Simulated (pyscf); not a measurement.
Single points on ωB97X-D3(BJ)/def2-SVP structures (PySCF, gas phase). MP2 and CC: frozen core, UHF for open shells. ΔMP2 is the change of the MP2 total energy from the triple- to the quadruple-zeta basis.

Q: For the elementary gas-phase step H₂B–NH–SiH₃ → HB=NH + SiH₄ (singlet surface; B–H, N–Si broken, H–Si formed), what barrier and reaction energy does CCSD(T)/def2-TZVPP + ΔMP2(QZVPP) give, measured from the reactant's lowest minimum found?

A: ΔE‡ = 60.0 kcal/mol, ΔE = +41.9 kcal/mol. Zero-point energy shifts the barrier by -2.5 kcal/mol. It is an elimination, with an imaginary mode of 423i cm⁻¹. This is the saddle that the search found; another between the same sides may lie lower. The CCSD(T) − MP2 part came from Ansatz, without density fitting, on the same reference.
